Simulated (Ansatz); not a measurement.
**[BH4]− (SMILES [H][B-]([H])([H])[H]): PBE0/3-21G**

What is the energy change on altering one bond length of [BH4]− at PBE0/3-21G? 

Program for the calculation: Ansatz 0.2.0.

**1. Starting point**

[BH4]− has 5 atoms, charge -1, and is taken as a singlet. SMILES: `[H][B-]([H])([H])[H]`. Geometry: relaxed at GFN2-xTB.

Bond lengths: B1–H2 1.229 Å, B1–H3 1.229 Å, B1–H4 1.229 Å, B1–H5 1.229 Å. Angles: H2–B1–H3 109.5°, H2–B1–H4 109.5°, H2–B1–H5 109.5°, H3–B1–H4 109.5°, H3–B1–H5 109.5°, H4–B1–H5 109.5°.

**2. The energy at PBE0/3-21G**

run.yaml

```yaml
crystal:
  periodic: [false, false, false]
  atoms:
    - {symbol: B, position_ang: [0.000000, -0.000190, -0.000050]}
    - {symbol: H, position_ang: [0.011880, -0.020580, 1.229120]}
    - {symbol: H, position_ang: [1.154650, 0.011840, -0.420810]}
    - {symbol: H, position_ang: [-0.587600, 1.007810, -0.387560]}
    - {symbol: H, position_ang: [-0.578930, -0.998880, -0.420690]}
basis:
  gaussian:
    orbitals: 3-21G.json
total_charge: -1
hamiltonian:
  xc: {name: PBE0}
accuracy: high
```

The basis set 3-21G is read from a file made from the Basis Set Exchange's data (not shown).

The run is started by

```
ansatz run run.yaml --threads 1 --pin off --max-ram 2610MiB --events-out events.jsonl --progress --plain --runs-dir runs
```

Output:

```text
Warning: RAYON_NUM_THREADS=1 ignored (pool sized by the plan → 1); use --threads N
Functional definition: PBE0
  name "PBE0"
  parameter a = 0.25
  parameter kappa = 0.804
  parameter beta = 0.06672455060314922
  exchange = (1 - a)*pbe_x(kappa = kappa, mu = beta*pi^2/3) + a*exact_x
  correlation = pbe_c(beta = beta)
342 factors; integrals over basis functions are off by at most 5.4e-9 eV
mean field evaluation 1: about -735.7607 eV, gradient 5.6e0 eV
mean field evaluation 2: about -735.8288 eV, gradient 3.5e0 eV
mean field evaluation 4: about -735.8688 eV, gradient 1.6e-2 eV
mean field evaluation 8: about -735.8412 eV, gradient 4.3e-4 eV
mean field -735.84115701 eV, -27.0416637491 hartree, gradient 2.9e-9 eV, S^2 0.000000; 0 other end points of the search recorded, 0 dependent functions left out
reference -735.84115842 eV, -27.0416638008 hartree; 5, 5 occupied and 12, 12 virtual orbitals, 342 factors
Total energy: -735.84115842 eV, -27.0416638008 hartree
```

Wall time 0.5 s (1 thread of Arm Neoverse V2, shared host).

**3. The distorted shape**

in.yaml

```yaml
crystal:
  periodic: [false, false, false]
  atoms:
    - {symbol: B, position_ang: [-0.288635, -0.003197, 0.105130]}
    - {symbol: H, position_ang: [-0.276755, -0.023587, 1.334300]}
    - {symbol: H, position_ang: [1.154650, 0.011840, -0.420810]}
    - {symbol: H, position_ang: [-0.876235, 1.004803, -0.282380]}
    - {symbol: H, position_ang: [-0.867565, -1.001887, -0.315510]}
basis:
  gaussian: {orbitals: 3-21G.json}
total_charge: -1
hamiltonian: {xc: {name: PBE0}}
accuracy: high
```

The basis set 3-21G is read from a file made from the Basis Set Exchange's data (not shown).

The run is started by

```
ansatz run in.yaml --threads 1 --pin off --max-ram 2610MiB --events-out events.jsonl --progress --plain --runs-dir runs
```

Output:

```text
Warning: RAYON_NUM_THREADS=1 ignored (pool sized by the plan → 1); use --threads N
Functional definition: PBE0
  name "PBE0"
  parameter a = 0.25
  parameter kappa = 0.804
  parameter beta = 0.06672455060314922
  exchange = (1 - a)*pbe_x(kappa = kappa, mu = beta*pi^2/3) + a*exact_x
  correlation = pbe_c(beta = beta)
342 factors; integrals over basis functions are off by at most 7.2e-9 eV
mean field evaluation 1: about -735.3063 eV, gradient 3.6e0 eV
mean field evaluation 2: about -735.3601 eV, gradient 1.1e0 eV
mean field evaluation 4: about -735.3646 eV, gradient 4.5e-2 eV
mean field evaluation 8: about -735.3381 eV, gradient 9.1e-5 eV
mean field -735.33810191 eV, -27.0231768153 hartree, gradient 1.0e-8 eV, S^2 0.000000; 0 other end points of the search recorded, 0 dependent functions left out
reference -735.33810333 eV, -27.0231768673 hartree; 5, 5 occupied and 12, 12 virtual orbitals, 342 factors
Total energy: -735.33810333 eV, -27.0231768673 hartree
```

It took 0.5 s on 1 thread of Arm Neoverse V2, shared host.

**4. Summary of results**

At PBE0/3-21G:

| quantity | value |
| --- | --- |
| first shape: total energy | -27.04166 Eh |
| distorted shape: total energy | -27.02318 Eh |
| energy change with the B1–H3 bond stretched from 1.229 to 1.536 Å | 0.503 eV |

In words: With the B1–H3 bond stretched from 1.229 to 1.536 Å the energy rises by 0.50 eV (48.5 kJ/mol). The first shape isn't relaxed at this level, so the change isn't measured from a minimum.
